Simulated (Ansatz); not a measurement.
`[CH3][AlH][SH]` + H–F → `[F][AlH][SH]` + CH₄ at 400 K and 1 bar (ligand exchange at the Al–C bond).

Gas-phase electronic energies from Ansatz, PBE0-D4/def2-TZVP geometries. CBS: def2 TZ/QZ extrapolation, frozen cores. One conformer a species, not always the lowest.

| species | CCSD(T)/CBS energy (Eh) | H − E (kJ/mol) | S (J/(mol·K)) |
| --- | --- | --- | --- |
| `[CH3][AlH][SH]` | -680.89177 | 163.7 | 347.3 |
| H–F | -100.39431 | 36.5 | 182.2 |
| `[F][AlH][SH]` | -740.89908 | 71.8 | 313.9 |
| CH₄ | -40.45885 | 131.3 | 197.2 |

H − E and S are ideal-gas, rigid-rotor, harmonic terms from PBE0-D4/def2-TZVP, for one conformer and one mirror image of each species. 1 Eh = 2625.50 kJ/mol, R = 8.31446 J/(mol·K).

Question: By hand: ΔE, ΔH, ΔS and ΔG.

Answer: ΔE = (-740.89908) + (-40.45885) − (-680.89177) − (-100.39431) = -0.07185 Eh = -188.6 kJ/mol. Δ(H − E) = 71.8 + 131.3 − 163.7 − 36.5 = 2.9, so ΔH = -185.7 kJ/mol. ΔS = 313.9 + 197.2 − 347.3 − 182.2 = -18.4 J/(mol·K). ΔG = -185.7 − 400 × (-18.4)/1000 = -178.3 kJ/mol.

Question: By hand: the equilibrium constant, and the temperature at which ΔG would vanish if ΔH and ΔS stayed fixed.

Answer: log₁₀ K = −ΔG/(RT ln 10) = 23.3. ΔG = 0 at ΔH/ΔS = 10092 K, far beyond where these terms or the molecules hold.

ΔH outweighs TΔS. A doubt of 5 kJ/mol in ΔE shifts log₁₀ K by 0.7 here. Other conformers and mirror images would add mixing entropy, several J/(mol·K) or more a flexible species. Modes under 60 cm⁻¹, often nearly free rotors, make the harmonic entropy too high. These are equilibria of isolated gas molecules and say nothing of rates. Largest T1 diagnostic: 0.012 (customary marks: 0.02 for closed shells, 0.045 for open ones).
